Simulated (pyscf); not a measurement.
**Four-centre exchange: O=Ta(Cl)(Cl)–Cl (SMILES [O]=[Ta]([Cl])([Cl])[Cl]) + H₂ (SMILES [H][H]) → O=TaH(Cl)–Cl (SMILES [O]=[TaH]([Cl])[Cl]) + HCl (SMILES Cl)**

Gas phase, singlet surface, charge 0. Bonds broken: Ta2–Cl3, H6–H7. Bonds formed: Ta2–H6, Cl3–H7. PySCF, gas phase, ωB97X-D3(BJ)/def2-SVP geometries.

Transition state (Å):

```xyz
7

O      0.3187     1.6751     1.1454
Ta    -0.1308     0.5321    -0.0226
Cl    -2.5951     0.0745     0.9354
Cl    -1.2907     1.5194    -1.7726
Cl     1.8144    -0.2095    -0.9648
H     -0.2790    -1.0179     0.9395
H     -1.5665    -0.7745     1.2380
```

One imaginary mode, 384i cm⁻¹; descent along it reached the two sides named, in the forms told below.

```json
[
 {"bond": "Ta2–Cl3", "change": "breaks", "reactant side (Å)": "2.302", "saddle": "2.7", "product side": "2.8"},
 {"bond": "H6–H7", "change": "breaks", "reactant side (Å)": "0.762", "saddle": "1.344", "product side": "2.6"},
 {"bond": "Ta2–H6", "change": "forms", "reactant side (Å)": "2.9", "saddle": "1.830", "product side": "1.769"},
 {"bond": "Cl3–H7", "change": "forms", "reactant side (Å)": "2.8", "saddle": "1.368", "product side": "1.290"}
]
```

Electronic energies relative to the separated reactants (eV):

```csv
level,barrier,reaction energy,reverse barrier
ωB97X-D3(BJ)/def2-TZVP,1.63,+1.75,-0.12
PBE/def2-TZVP,1.51,+1.60,-0.09
r²SCAN/def2-TZVP,1.58,+1.71,-0.12
B3LYP-D3(BJ)/def2-TZVP,1.63,+1.62,0.01
PBE0-D3(BJ)/def2-TZVP,1.52,+1.61,-0.09
M06-2X/def2-TZVP,1.68,+1.63,0.05
ωB97M-D3(BJ)/def2-TZVP,1.61,+1.51,0.09
HF/def2-TZVP,2.09,+1.38,0.71
```

With ωB97M-D3(BJ)/def2-TZVP energies and thermal terms (ideal gas, 1 atm, RRHO with modes under 100 cm⁻¹ raised to 100, one conformer, R ln 2 for chiral ones without a mode under 150 cm⁻¹), in eV:

```json
[
 {"T (K)": "298", "ΔH‡": "1.63", "ΔG‡": "1.98", "ΔH": "+1.55", "ΔG": "+1.44"},
 {"T (K)": "600", "ΔH‡": "1.59", "ΔG‡": "2.34", "ΔH": "+1.52", "ΔG": "+1.35"},
 {"T (K)": "900", "ΔH‡": "1.59", "ΔG‡": "2.72", "ΔH": "+1.50", "ΔG": "+1.27"},
 {"T (K)": "1200", "ΔH‡": "1.59", "ΔG‡": "3.10", "ΔH": "+1.49", "ΔG": "+1.20"}
]
```

On the product side the descent ends in an adduct with a Cl–Ta contact, 0.30 eV under the separated species and 0.19 eV under the saddle at ωB97X-D3(BJ)/def2-TZVP. At ωB97X-D3(BJ)/def2-TZVP, PBE, r²SCAN, PBE0-D3(BJ) the saddle lies under the separated products, which points to a path from their complex (located at ωB97X-D3(BJ) alone), and parting the products costs more than the saddle. What is counted as broken (Cl–Ta) persists as a longer contact in the product adduct; parting that adduct is a step of its own. This is the saddle that the search found; another between the same sides may lie lower. Elements past Kr carry the def2 core potentials, without spin-orbit coupling.
